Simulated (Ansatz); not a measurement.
A nudged elastic band was laid between two geometries of CH4NSi (7 atoms, charge -1, multiplicity 1).

Computed with RKS PBE0-D4/def2-SVP (Ansatz 0.2.0).

```yaml
movable_images: 2
climbing_image: no
spring: 5.0 eV/Å²
optimiser: quadratic models (default)
start_path: through a guess of the saddle point
force_threshold: 0.03 eV/Å
iteration_limit: 60
end_points: relaxed
```

First end point:

```xyz
7
Properties=species:S:1:pos:R:3
C -0.958 -1.795 0.160
N 0.117 -1.123 -0.162
Si 0.510 0.543 -0.130
H -1.788 -1.060 0.547
H 0.918 1.052 -1.496
H -0.532 1.566 0.362
H 1.733 0.817 0.719
```

Last end point:

```xyz
7
Properties=species:S:1:pos:R:3
C -0.499 -1.512 0.463
N 0.412 -0.593 0.270
Si 0.429 1.306 0.119
H -1.481 -0.957 0.406
H 0.852 1.318 -1.377
H -1.081 1.399 -0.195
H 1.368 -0.961 0.313
```

Q: What changes between the two ends?

A: Bonds broken: Si3–H7. Bonds formed: N2–H7.

Q: What energy profile does the band end with?

A: It converged. The highest image is number 1 of 0 to 3, 19.5 kcal/mol above the first end and 26.0 kcal/mol above the last; the last end lies 6.5 kcal/mol below the first. No image climbed, so the highest image needn't sit at the top of the path. A band with more images between the same ends climbed to 1.97 eV, so this one has probably stepped over the top. So few images can step over the top or miss a turn of the path. The orbitals stay closed-shell, which can raise the energy where a bond breaks towards radicals; this wasn't checked here. Limits of this set-up: an anion without diffuse functions, the dipole of an ion depends on the origin.

| image | path coordinate (Å) | energy (kcal/mol) | Si3–H7 (Å) | N2–H7 (Å) |
| --- | --- | --- | --- | --- |
| 0 | 0.00 | 0.0 | 1.51 | 2.67 |
| 1 | 1.20 | 19.5 | 1.51 | 2.07 |
| 2 | 2.40 | 15.8 | 1.95 | 1.07 |
| 3 | 3.60 | -6.5 | 2.46 | 1.03 |

Q: What is the geometry of the highest image?

A: 
```xyz
7
Properties=species:S:1:pos:R:3:forces:R:3
C -0.698 -1.871 0.249 -0.41 -0.27 -0.40
N -0.055 -0.845 -0.136 -0.39 -0.47 -0.68
Si 0.419 0.790 -0.121 -0.29 -0.87 -0.22
H -1.747 -1.577 0.602 -0.23 -0.04 0.40
H 0.908 1.124 -1.514 0.16 -0.02 0.05
H -0.319 2.182 0.160 0.48 -0.12 0.36
H 1.492 0.197 0.760 0.67 1.79 0.49
```

Time of the run: 66 s on 1 thread of Arm Neoverse V1, with other jobs on the host, peak memory 0.12 GiB.
